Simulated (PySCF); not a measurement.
Computed χzz against gas-phase spectroscopy

Values to reproduce (atoms as numbered below): 14N at N2: χzz = -5.05 MHz [1].
[1] measured, gas; W. C. Bailey, Calculation of NQCC in Gaseous State Molecules (compilation of microwave values)

Species: C2H7N.
Cartesian coordinates in Å at the PBE0-D3(BJ)/def2-TZVP level; atoms count from 1:
```xyz
10
C2H7N angstrom
C     -1.194   -0.034   -0.146
N      0.060    0.681   -0.187
C      1.200   -0.176    0.036
H     -1.237   -0.741   -0.980
H     -2.026    0.663   -0.262
H     -1.352   -0.611    0.782
H      0.051    1.427    0.496
H      1.285   -0.891   -0.788
H      1.147   -0.759    0.972
H      2.116    0.417    0.053
```

The species is `CNC` (C2H7N).

Q: What do the calculations give?

A: PySCF, non-relativistic, all at one geometry, with Q(14N) = 0.02044 b:

| level | functions | 14N N2 (MHz) | computed/reference − 1 (%) |
| --- | --- | --- | --- |
| B3LYP/pcJ-2 | 321 | -5.722 | +13.3 |
| B97-2/pcJ-2 | 321 | -5.651 | +11.9 |
| PBE0/pcSseg-2 | 206 | -5.732 | +13.5 |
| PBE0/pcJ-2 | 321 | -5.591 | +10.7 |

Closest here is PBE0/pcJ-2 (10.7 % unsigned error), furthest PBE0/pcSseg-2 (13.5 %); one molecule doesn't rank methods. Computed values are for fixed nuclei, while measured ones can include vibrational averaging. Geometry: PBE0-D3(BJ)/def2-TZVP; no solvent, vibrations or thermal averaging.
